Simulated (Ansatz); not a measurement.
This geometry of CHF$_{2}$ (4 atoms, charge 0, multiplicity 2) is a first-order saddle point.

These are results of UKS PBE-D4/def2-TZVP in Ansatz, not measurements.

```xyz
4
Properties=species:S:1:pos:R:3
F -1.257 0.262 -0.067
C 0.058 0.066 0.001
F 0.431 -1.211 0.049
H 0.768 0.882 0.016
```

Which two structures does it join? (They come from a converged band through this point; their orientation in space is the band's.)

No bond is made or broken. The height of C2 over the plane of its neighbours goes from 0.34 to -0.34 Å. The two ends are copies of one structure, up to a mirror image or an exchange of like atoms.

First end point:

```xyz
4
Properties=species:S:1:pos:R:3
F -1.222 0.270 -0.145
C 0.039 0.065 0.252
F 0.441 -1.180 -0.031
H 0.742 0.845 -0.076
```

Last end point:

```xyz
4
Properties=species:S:1:pos:R:3
F -1.230 0.273 0.006
C 0.066 0.056 -0.249
F 0.433 -1.177 0.120
H 0.731 0.848 0.122
```

How far does it lie above each of them?

0.269 eV above the first and 0.269 eV above the second. This is the barrier of this one path; another mechanism may lie lower.

Time of the run: 28 s on 2 threads of Arm Neoverse V1, on a shared host, peak memory 0.14 GiB.
